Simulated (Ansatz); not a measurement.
## How far each method lies from UCCSDT(Q) for H$_{2}$Se⁺, doublet

Geometry: that of the H2Se, singlet, kept fixed.

```yaml
atoms:
  - { symbol: Se, position_ang: [0.0000, -0.0256, 0.0000] }
  - { symbol: H, position_ang: [0.0000, 1.0009, -1.0478] }
  - { symbol: H, position_ang: [0.0000, 1.0009, 1.0478] }
```

Basis cc-pVTZ; Ansatz 0.2.0. Correlated methods freeze the noble-gas cores and the filled d shells of p-block atoms, which leaves 7 electrons in 57 orbitals. Prefix R: restricted or restricted open-shell reference; prefix U: unrestricted. Active spaces: valence = (7e, 6o) chosen from the atoms' valence shells. No spin–orbit coupling is included, and no scalar relativity.

Full CI isn't at hand for all of this; UCCSDT(Q) serves as the reference, and is uncertain by about the last step of the cluster series. The frozen core follows each run's orbitals, which can shift R against U totals by a few meV for light atoms and by up to 0.1 eV past Ca.

* UHF ⟨S²⟩: 0.764
* T1 diagnostic (RCCSD): 0.0168
* largest doubles amplitude (RCCSD): 0.057
* T1 diagnostic (UCCSD): 0.0112

```
   level  E − E(UCCSDT(Q)) (kJ/mol)  share of correlation (%)  wall time
     UHF                      427.5                      3.09          –
    UMP2                       78.9                     82.12          –
   UCCSD                       14.6                     96.69          –
UCCSD(T)                        2.2                     99.49      2.2 s
  UCCSDT                        0.4                     99.92          –
```

The correlation energy at UCCSDT(Q), counted from RHF, is -4.572 eV. That run took 21 s on 2 threads of AMD EPYC 7R13 with a shared H100 80 GB, shared host.

Run but not shown, since their state or frozen core can't be matched to the reference's or they repeat it: RHF, RMP2, CISD, RCCSD, RCCSD(T), BCCD(T), RCCSDT, RCCSDT(Q), CASSCF (valence space), NEVPT2 (valence space), MRCISD (valence space), MRCISD+Q (valence space).

Times hold each run's SCF and search for its determinant on a shared host, so for small cases they say little of a method's own cost; they ran on 1 thread of AMD EPYC 7R13.

Natural occupations of CASSCF (valence space) about the gap: 1.994 1.973 1.967 1.000 0.038 0.028; effectively unpaired electrons, Σ n²(2−n)², 1.02.
